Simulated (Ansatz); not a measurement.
# C3H4FN: the cost of one run

Program: Ansatz 0.2.0. Level of theory: RKS BLYP/def2-SVP. These are calculated values, not measurements.

**1. The starting structure**

Bond lengths: N1–C2 1.382 Å, C2–F3 1.369 Å, C2–C4 1.383 Å, C2–C5 1.410 Å, C4–C5 1.230 Å, N1–H6 1.037 Å, N1–H7 1.029 Å, C4–H8 1.083 Å, C5–H9 1.108 Å. Angles (14 of 15 angles, heavy atoms first): N1–C2–F3 114.5°, N1–C2–C4 121.8°, N1–C2–C5 119.1°, F3–C2–C4 117.1°, F3–C2–C5 118.3°, C4–C2–C5 52.3°, C2–C4–C5 65.0°, C2–C5–C4 62.7°, C2–N1–H6 112.0°, C2–N1–H7 112.5°, C2–C4–H8 144.3°, C5–C4–H8 150.5°, C2–C5–H9 149.8°, C4–C5–H9 147.5°.

Coordinates:

```xyz
9

N    -0.3627    0.8406   -0.9386
C     0.1523   -0.2197   -0.2166
F     0.8175   -1.1494   -0.9706
C    -0.4427   -0.6631    0.9500
C     0.5828   -0.0017    1.1079
H    -1.0259    0.5268   -1.6715
H     0.3638    1.3566   -1.4528
H    -1.3003   -1.1848    1.3564
H     1.3039    0.4483    1.8186
```

**2. Relaxing end A**

Input file input.yaml:

```yaml
crystal:
  periodic: [false, false, false]
  atoms:
    - { symbol: "N", position_ang: [-0.3627, 0.8406, -0.9386] }
    - { symbol: C, position_ang: [0.1523, -0.2197, -0.2166] }
    - { symbol: F, position_ang: [0.8175, -1.1494, -0.9706] }
    - { symbol: C, position_ang: [-0.4427, -0.6631, 0.95] }
    - { symbol: C, position_ang: [0.5828, -0.0017, 1.1079] }
    - { symbol: H, position_ang: [-1.0259, 0.5268, -1.6715] }
    - { symbol: H, position_ang: [0.3638, 1.3566, -1.4528] }
    - { symbol: H, position_ang: [-1.3003, -1.1848, 1.3564] }
    - { symbol: H, position_ang: [1.3039, 0.4483, 1.8186] }
basis:
  gaussian: { orbitals: def2-SVP }
hamiltonian:
  xc: blyp
relax:
  f_tol: 0.015
  max_steps: 40
output:
  orbitals: {}
```

Launch:

```sh
$ ansatz run input.yaml --threads 1 --pin off --max-ram 2048MiB --backend cpu --events-out ev --progress --plain --runs-dir out
```

Q: Estimate wall time and peak memory on 1 thread of Intel Xeon Platinum 8259CL at 2.50GHz (Skylake/Cascade Lake), shared host.

About 19 s, with a peak of 0.17 GiB.
